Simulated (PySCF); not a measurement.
Gas-phase reaction: S2 + 2 C2H6 → 2 (CH3)2S

Computed with PySCF (xtb for GFN2) and rigid-rotor harmonic-oscillator thermochemistry at 1 bar. † marks an energy on the PBE0/def2-TZVP geometry and frequencies; other levels use their own. MP2 and CCSD(T) freeze the core. 6-31G* has spherical d functions here. Open shells (unrestricted): S2 (multiplicity 3); the rest are closed-shell singlets. GFN2 has no spin-polarisation term. B3LYP is the form with VWN-RPA correlation. MP2 isn't extrapolated to the basis-set limit; its ΔH°(298 K) is -2.6 kJ in def2-SVP and -39.8 kJ in def2-TZVPP. CCSD(T) isn't extrapolated to the basis-set limit; its ΔH°(298 K) is 1.4 kJ in def2-SVP and -29.7 kJ in def2-TZVPP. The harmonic model lacks anharmonicity and excited electronic states, which grow with temperature; levels with a mode under 35 cm⁻¹ are left out. Internal rotation in C2H6, (CH3)2S is treated as a harmonic vibration of one conformer, which makes the entropy rough.

| level | ΔE electronic, kJ | ΔH°(298 K), kJ | ΔS°(298 K), J/K | ΔG°(1200 K), kJ |
|---|---|---|---|---|
| B3LYP/6-31G* | -11 | -11 | -116 | 117 |
| BLYP/def2-TZVP† | 13 | 12 | -117 | 142 |
| CCSD(T)/def2-TZVPP† | -29 | -30 | -117 | 100 |
| GFN2-xTB | 16 | 10 | -110 | 128 |
| HF/6-31G* | 9 | 11 | -120 | 145 |
| M06-2X/def2-TZVP† | -39 | -40 | -117 | 90 |
| MP2/def2-SVP† | -2 | -3 | -117 | 127 |
| MP2/def2-TZVPP† | -39 | -40 | -117 | 90 |
| PBE/def2-SVP | -10 | -12 | -116 | 116 |
| PBE0/def2-TZVP | -26 | -27 | -117 | 103 |
| LDA/def2-TZVP† | -67 | -68 | -117 | 62 |
ΔH° is lowest at LDA/def2-TZVP† and highest at BLYP/def2-TZVP†. No reference value is set beside these.
